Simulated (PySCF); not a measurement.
Give a GFN2-xTB geometry of `FC1=CCC=C1`.

```xyz
11
C5H5F angstrom
F      2.5382    0.1308    0.5150
C      1.2263    0.0556    0.2469
C      0.5187   -1.0638    0.0512
C     -0.8955   -0.6685   -0.2148
C     -0.8554    0.8227   -0.1356
C      0.3910    1.2307    0.1347
H      0.8706   -2.0763    0.0739
H     -1.5807   -1.0910    0.5230
H     -1.2348   -1.0102   -1.1948
H     -1.7234    1.4378   -0.2807
H      0.7505    2.2351    0.2550
```

Any rigid rotation of these coordinates is as good. Atoms count from 1 in this order. The 5-membered ring C2–C3–C4–C5–C6 has internal angles of 103.3° to 111.3° (sum 540°, against 540° for a flat polygon); it is planar, 0.00 Å rms from its mean plane, widest ring torsion 0°. The 6 heavy atoms lie in one plane (0.000 Å rms). The C–C distances run from 1.339 Å (C2=C3, drawn double) to 1.494 Å (C4–C5, drawn single), a spread of 0.155 Å.

Bonds between heavy atoms (Å): F1–C2 1.341, C2=C3 1.339, C3–C4 1.492, C4–C5 1.494, C5=C6 1.339, C2–C6 1.446.

Structure optimised with GFN2-xTB, isolated species.

Point group: Cs (every atom within 0.08 Å of its image). Stationary, but not proved a minimum.

The numbers are calculated, not measured.
